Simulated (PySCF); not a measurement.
# Argon: a sound run and one with changed settings

Sound run: Ar [Ar], Ar⁺ [Ne] 3s2 3p5. Calculation: PySCF 2.14, in def2-TZVP; no relativity, point nucleus. The sound run starts from symmetry-adapted Hartree-Fock orbitals and uses a fine grid where one is needed.

Changed run: 6 angular points. This setting is unsound on purpose.

```csv
species,method,sound run (hartree),changed run (hartree),converged
Ar,UHF,-526.80276,-526.80276,yes
Ar,LDA,-525.92340,-528.42192,yes
Ar,PBE0,-527.37173,-528.74777,yes
Ar⁺,UHF,-526.26721,-526.26721,yes
Ar⁺,LDA,-525.33597,-527.59751,yes
Ar⁺,PBE0,-526.79414,-528.02201,yes
```

Ionisation energy of Ar:

| method | sound run (eV) | changed run (eV) |
| --- | --- | --- |
| UHF | 14.573 | 14.573 |

A coarse angular grid integrates products of high-l functions wrongly, so density functionals can shift, and the SCF can exploit the error; Hartree-Fock and MP2 need no grid.

For comparison, NIST gives 15.760 eV between the lowest levels.
